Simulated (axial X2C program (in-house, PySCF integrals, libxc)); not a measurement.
# A two-component session on PB: properties at the nuclei

Wanted for PB: properties at the nuclei, at the two-component level.

Computed with an in-house X2C program for linear molecules on PySCF integrals. Level: two-component X2C with atomic mean-field terms, P dyall-v3z, B dyall-v3z.

All values are calculated.

### 1 The job

Input file task.json:

```json
{"zs": [15, 5], "q": 0, "bas": ["dyall-v3z", "dyall-v3z"], "r0": 1.8, "levels": ["PBE0", "HF", "BP86", "BHandHLYP", "PBE"], "nst": 3}
```

Keys: zs atomic numbers; q charge; bas basis sets; r0 starting distance in Å; levels methods (HF also brings MP2); nst determinants followed.

Started as:

```console
> python soeom.py task.json out
```

Nuclei are Gaussian, cores are contracted, and the Gaunt term is on.

### 2 Expectation values, lowest determinant

R = 1.740 Å. State: Ω = 2 (excess of +ω over −ω: ω = 1/2, ω = 3/2).

Output of the PBE0 run:

```text
two-component X2C + atomic mean field  PBE0
basis functions 88  fitting functions 557  grid points 4354
iter        total energy     max residual
   1       -366.676995676     1.85e-05
   2       -366.676995691     1.46e-05
   3       -366.676995695     1.47e-05
   4       -366.676995699     7.74e-06
   5       -366.676995701     1.45e-06
   6       -366.676995701     5.24e-07
converged
one-electron -550.72141726  Coulomb 188.37711099  exact exchange -6.62337203  xc functional -20.47025944  nuclear repulsion 22.80936254  atomic mean-field constant -0.04842050
```

The highest occupied spinor is 63% P p, 31% B p, 4% B d.

```tsv
level	Eeff magnitude (GV/cm)	Ws magnitude P (kHz)	A∥/gI P (MHz)	qzz P (a.u.)	A∥/gI B (MHz)	qzz B (a.u.)	μ (D)
PBE0	0.0485	0.0079	109	-1.05	95.9	-0.28	0.26
HF	0.0574	0.00934	124	-1.32	108	-0.35	0.82
BP86	0.0411	0.00649	112	-1.02	94.9	-0.26	0.07
BHandHLYP	0.0521	0.00845	108	-1.03	101	-0.31	0.41
PBE	0.0411	0.00654	110	-1.03	94.5	-0.25	0.06
```

Eeff is the effective electric field on the electron dipole moment in this Ω state and Ws the scalar–pseudoscalar constant (defined with the proton number Z and per Ω); A∥ is the parallel hyperfine constant, which follows by multiplying with the nuclear g factor gI = μI/(I μN); qzz is the electric field gradient, eQq0 = 234.96 MHz × Q/barn × qzz; μ is positive if B is the positive end. The operators were transformed with the bare-nucleus X2C matrices.

### 3 Expectation values, a higher determinant

R = 1.740 Å. State: Ω = 1 (excess of +ω over −ω: ω = -1/2, ω = 3/2), 0.13 eV above the lowest in the PBE0 search for states (made at or near this distance, with looser thresholds).

Output of the PBE0 run:

```text
two-component X2C + atomic mean field  PBE0
basis functions 88  fitting functions 557  grid points 4354
iter        total energy     max residual
   1       -366.672189821     1.41e-05
   2       -366.672189832     7.29e-06
   3       -366.672189836     7.91e-06
   4       -366.672189840     4.33e-06
   5       -366.672189840     1.56e-06
converged
one-electron -550.71684895  Coulomb 188.37598936  exact exchange -6.62309476  xc functional -20.46917753  nuclear repulsion 22.80936254  atomic mean-field constant -0.04842050
```

The highest occupied spinor is 54% P p, 42% B p, 3% B d.

```tsv
level	Eeff magnitude (GV/cm)	Ws magnitude P (kHz)	A∥/gI P (MHz)	qzz P (a.u.)	A∥/gI B (MHz)	qzz B (a.u.)	μ (D)
PBE0	0.0324	0.00951	118	-0.94	-148	-0.29	0.28
HF	0.0188	0.00397	25.1	-1.23	-181	-0.34	0.73
BP86	0.0279	0.00772	134	-0.91	-143	-0.27	0.07
BHandHLYP	0.0352	0.0104	130	-0.94	-160	-0.33	0.45
PBE	0.0272	0.00759	126	-0.92	-143	-0.27	0.07
```

### 4 Expectation values, a higher determinant

R = 1.740 Å. State: Ω = 1 (excess of +ω over −ω: 2 × ω = 1/2), 0.15 eV above the lowest in the PBE0 search for states (made at or near this distance, with looser thresholds).

Output of the PBE0 run:

```text
two-component X2C + atomic mean field  PBE0
basis functions 88  fitting functions 557  grid points 4354
iter        total energy     max residual
   1       -366.671477736     2.06e-05
   2       -366.671477757     1.72e-05
   3       -366.671477764     1.02e-05
   4       -366.671477770     1.34e-05
   5       -366.671477772     1.49e-06
   6       -366.671477772     5.41e-07
converged
one-electron -550.71169251  Coulomb 188.37160966  exact exchange -6.62315848  xc functional -20.46917848  nuclear repulsion 22.80936254  atomic mean-field constant -0.04842050
```

The highest occupied spinor is 53% P p, 42% B p, 3% B d.

```tsv
level	Eeff magnitude (GV/cm)	Ws magnitude P (kHz)	A∥/gI P (MHz)	qzz P (a.u.)	A∥/gI B (MHz)	qzz B (a.u.)	μ (D)
PBE0	0.0347	0.0105	294	-0.95	208	-0.29	0.28
HF	0.0209	0.00494	178	-1.24	273	-0.34	0.71
BP86	0.0301	0.00864	307	-0.92	202	-0.27	0.07
BHandHLYP	0.0381	0.0116	281	-0.95	218	-0.33	0.44
PBE	0.0293	0.00849	309	-0.93	203	-0.27	0.06
```

### 5 Summary of results

| quantity | value |
| --- | --- |
| lowest determinant | Ω = 2 (excess of +ω over −ω: ω = 1/2, ω = 3/2) |
| Eeff magnitude (GV/cm), PBE0 | 0.0485 |
| Ws magnitude P (kHz), PBE0 | 0.0079 |
| A∥/gI P (MHz), PBE0 | 109 |
| qzz P (a.u.), PBE0 | -1.05 |
| higher determinant | Ω = 1 (excess of +ω over −ω: ω = -1/2, ω = 3/2) |
| Eeff magnitude (GV/cm), PBE0, higher determinant | 0.0324 |
| Ws magnitude P (kHz), PBE0, higher determinant | 0.00951 |
| A∥/gI P (MHz), PBE0, higher determinant | 118 |
| qzz P (a.u.), PBE0, higher determinant | -0.94 |
| higher determinant | Ω = 1 (excess of +ω over −ω: 2 × ω = 1/2) |
| Eeff magnitude (GV/cm), PBE0, higher determinant | 0.0347 |
| Ws magnitude P (kHz), PBE0, higher determinant | 0.0105 |
| A∥/gI P (MHz), PBE0, higher determinant | 294 |
| qzz P (a.u.), PBE0, higher determinant | -0.95 |

What this shows: In the first state, the effective field runs from 0.0411 to 0.0574 GV/cm over the mean-field levels. The expectation values come from single determinants, which for open shells can mix terms of unlike spin or miss the lowest Ω, so a determinant need not be a state. Eeff is the effective electric field on the electron dipole moment in this Ω state and Ws the scalar–pseudoscalar constant (defined with the proton number Z and per Ω); A∥ is the parallel hyperfine constant, which follows by multiplying with the nuclear g factor gI = μI/(I μN); qzz is the electric field gradient, eQq0 = 234.96 MHz × Q/barn × qzz; μ is positive if B is the positive end. The operators were transformed with the bare-nucleus X2C matrices.
